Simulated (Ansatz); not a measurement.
# USVWN5/aug-cc-pVDZ run of C2H3Si (SMILES C#C[SiH2])

Aim: the vertical electron affinity of C2H3Si at USVWN5/aug-cc-pVDZ, from 2 runs. 

The results are computed with Ansatz 0.2.0.

39 further runs of the same task are left out: 39 set aside as unsound or not needed. Runs told in other sessions of the task aren't counted.

### Step 1. The system as given

The species is C2H3Si (6 atoms), meant as a doublet with charge 0. As SMILES, `C#C[SiH2]`. Geometry: relaxed at PBE0-D4/def2-TZVP.

Bond lengths: C1–C2 1.210 Å, C2–Si3 1.803 Å, C1–H4 1.066 Å, Si3–H5 1.484 Å, Si3–H6 1.484 Å. Angles: C1–C2–Si3 174.9°, C2–C1–H4 179.3°, C2–Si3–H5 111.4°, C2–Si3–H6 111.4°, H5–Si3–H6 112.5°.

### Step 2. A single-point energy at USVWN5/aug-cc-pVDZ

Contents of molecule.yaml:

```yaml
crystal:
  periodic: [false, false, false]
  atoms:
    - {symbol: C, position_ang: [1.019700, -1.302300, 0.535000]}
    - {symbol: C, position_ang: [0.376000, -0.354500, 0.145700]}
    - {symbol: Si, position_ang: [-0.444500, 1.136900, -0.449500]}
    - {symbol: H, position_ang: [1.575400, -2.144400, 0.879400]}
    - {symbol: H, position_ang: [-1.137600, 0.894600, -1.738800]}
    - {symbol: H, position_ang: [-1.346900, 1.705600, 0.581800]}
basis:
  gaussian: {orbitals: aug-cc-pVDZ}
magnetization: {spin_polarized: true, initial_magnetization: 1}
hamiltonian: {xc: {name: SVWN5}}
accuracy: high
output: {orbitals: {seedname: orbitals}}
```

Launch:

```console
$ ansatz run molecule.yaml --threads 1 --pin off --max-ram 2610MiB --events-out events.jsonl --progress --plain --runs-dir runs
```

The program printed:

```text
Warning: RAYON_NUM_THREADS=1 ignored (pool sized by the plan → 1); use --threads N
Functional definition: SVWN5
  name "SVWN5"
  exchange = slater_x
  correlation = vwn5_c
1869 factors; integrals over basis functions are off by at most 3.6e-9 eV
mean field evaluation 1: about -9933.0373 eV, gradient 4.4e1 eV
mean field evaluation 2: about -9816.8102 eV, gradient 1.1e2 eV
mean field evaluation 4: about -9939.7136 eV, gradient 3.2e1 eV
mean field evaluation 8: about -9945.4666 eV, gradient 1.8e-1 eV
mean field evaluation 16: about -9945.4668 eV, gradient 3.8e-5 eV
mean field -9945.46684264 eV, -365.4891651876 hartree, gradient 7.9e-8 eV, S^2 0.752191; 0 other end points of the search recorded, 0 dependent functions left out
reference -9945.46685020 eV, -365.4891654654 hartree; 15, 14 occupied and 85, 86 virtual orbitals, 1869 factors
Total energy: -9945.46685020 eV, -365.4891654654 hartree
```

Wall time 1.9 s (1 thread of AMD EPYC 9R45 (Zen 5), shared host); peak memory 0.29 GiB.

### Step 3. The singlet anion at the same level

Contents of run.yaml:

```yaml
crystal:
  periodic: [false, false, false]
  atoms:
    - symbol: C
      position_ang: [1.019700, -1.302300, 0.535000]
    - symbol: C
      position_ang: [0.376000, -0.354500, 0.145700]
    - symbol: Si
      position_ang: [-0.444500, 1.136900, -0.449500]
    - symbol: H
      position_ang: [1.575400, -2.144400, 0.879400]
    - symbol: H
      position_ang: [-1.137600, 0.894600, -1.738800]
    - symbol: H
      position_ang: [-1.346900, 1.705600, 0.581800]
basis:
  gaussian:
    orbitals: aug-cc-pVDZ
total_charge: -1
hamiltonian:
  xc: {name: SVWN5}
accuracy: high
output: {orbitals: {seedname: orbitals}}
```

Launch:

```console
$ ansatz run run.yaml --threads 1 --pin off --max-ram 2610MiB --events-out events.jsonl --progress --plain --runs-dir runs
```

The program printed:

```text
Warning: RAYON_NUM_THREADS=1 ignored (pool sized by the plan → 1); use --threads N
Functional definition: SVWN5
  name "SVWN5"
  exchange = slater_x
  correlation = vwn5_c
1869 factors; integrals over basis functions are off by at most 3.6e-9 eV
mean field evaluation 1: about -9943.0543 eV, gradient 3.4e1 eV
mean field evaluation 2: about -9927.4190 eV, gradient 7.1e1 eV
mean field evaluation 4: about -9946.2986 eV, gradient 1.5e1 eV
mean field evaluation 8: about -9946.8366 eV, gradient 3.2e-1 eV
mean field evaluation 16: about -9946.8371 eV, gradient 4.1e-6 eV
mean field -9946.83705073 eV, -365.5395194062 hartree, gradient 6.9e-8 eV, S^2 0.000000; 0 other end points of the search recorded, 0 dependent functions left out
reference -9946.83705513 eV, -365.5395195677 hartree; 15, 15 occupied and 85, 85 virtual orbitals, 1869 factors
Total energy: -9946.83705513 eV, -365.5395195677 hartree
```

Wall time 1.6 s (1 thread of AMD EPYC 9R45 (Zen 5), shared host); peak memory 0.25 GiB.

### Step 4. What came out

At USVWN5/aug-cc-pVDZ:

| quantity | value |
| --- | --- |
| doublet C2H3Si: total energy | -365.48917 Eh |
| doublet C2H3Si: HOMO energy (highest over α and β) | -5.15 eV |
| doublet C2H3Si: LUMO energy (lowest over α and β) | -4.06 eV |
| doublet C2H3Si: ⟨S²⟩ | 0.752 |
| singlet anion: total energy | -365.53952 Eh |
| singlet anion: HOMO energy | 1.19 eV |
| singlet anion: LUMO energy | 2.65 eV |
| singlet anion: HOMO–LUMO gap (to an unbound level, set by the basis) | 1.46 eV |
| vertical electron affinity (to the singlet anion) | 1.370 eV |

At fixed nuclei the extra electron is bound by 1.37 eV (132 kJ/mol). The HOMO (singlet anion) lies at positive energy, 1.19 eV, from the functional's self-interaction, a short basis or an electron that isn't bound; only total energies against the neutral tell.
